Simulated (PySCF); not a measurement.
Vibration and rotation of LiC

UHF-CCSD(T) constants of LiC, ⁴Σ⁻ (quartet), unpaired electrons σ ↑, π ↑↑ (PySCF, no relativity, basis sets Li pcseg-2, C pcseg-2; masses 7.0160 and 12.0000 u):

| Quantity | Value |
| --- | --- |
| ωe | 713.1 cm⁻¹ |
| ωexe | 6.62 cm⁻¹ |
| Be | 1.0867 cm⁻¹ |
| αe | 0.0162 cm⁻¹ |
| De to Li + C | 2.58 eV |

(1) What force constant and bond length do these constants imply?

(2) Estimate the centrifugal constant D from the Kratzer relation and find the Dunham coefficient a1.

Correlated steps freeze 1 core orbital. The state is the lowest determinant that a PBE0 search found; another state may lie lower at other levels.

Results:

(1) Reduced mass μred = 4.4274 u; k = 5.8918×10⁻⁷·μred·ωe² (u, cm⁻¹, mdyn/Å) = 1.33 mdyn/Å; Re = √(16.8576/(μred·Be)) (u, cm⁻¹, Å) = 1.872 Å.

(2) D = 4Be³/ωe² = 1.01e-05 cm⁻¹; a1 = −1 − αeωe/(6Be²) = -2.63.
